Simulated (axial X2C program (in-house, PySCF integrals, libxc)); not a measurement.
# Spin–orbit effects down a group: molecules with O (ions), MP2

All values come from calculations with an axial X2C code built on PySCF integrals, spin-free (one-electron X2C) or two-component (2c: spin–orbit coupling with atomic mean-field Coulomb and Gaunt terms, which also bring small scalar terms), in Dyall basis sets with cores contracted in-house; open shells are unrestricted.

Basis sets: H dyall-v3z, Li dyall-cv3z, Na dyall-cv3z, O dyall-av3z. Frozen shells (counts by l): OH⁺ O 1s, H none, 6 electrons correlated; LiO⁺ O 1s, Li 1s, 6 electrons correlated; NaO⁺ Na 1s, O 1s, 14 electrons correlated. Where the outer core of a metal is frozen, bonds come out longer and ionisation energies lower. Frozen cores can differ along the series, which adds to the trend.

```csv
molecule,spin-free state,Re (Å),ωe (cm⁻¹),De (eV),2c state,Re 2c (Å),ωe 2c (cm⁻¹),De 2c (eV)
OH⁺,"M_S = 1, Λ = 0",1.025,3192.5,4.90,Ω = 1,1.025,3192.6,4.90
LiO⁺,"M_S = 1, Λ = 0",2.099,349.7,0.48,Ω = 1,2.099,349.6,0.47
NaO⁺,"M_S = 1, Λ = 0",2.495,190.1,0.30,Ω = 1,2.495,190.1,0.29
```

Fragments in 2c: O+ + H, O + Li+, Na+ + O. Each entry is the lowest single determinant of a limited PBE0 search at one distance. De goes to single-determinant-based atoms at the same level (for ions the charge split of lowest energy) and is withheld (n/a) where an atom does not fit its ground term or J level. Main or longest-lived isotopes. One determinant is a doubtful description, or other states lie close, for OH⁺, LiO⁺, NaO⁺; these need not be ground states, and all values refer to the states named. Some open-shell Ω = 0 determinants are out of reach, so the Ω given for OH⁺, LiO⁺, NaO⁺ need not be the lowest component. With several unpaired electrons the Ω given is that of one determinant, not necessarily of the lowest component.
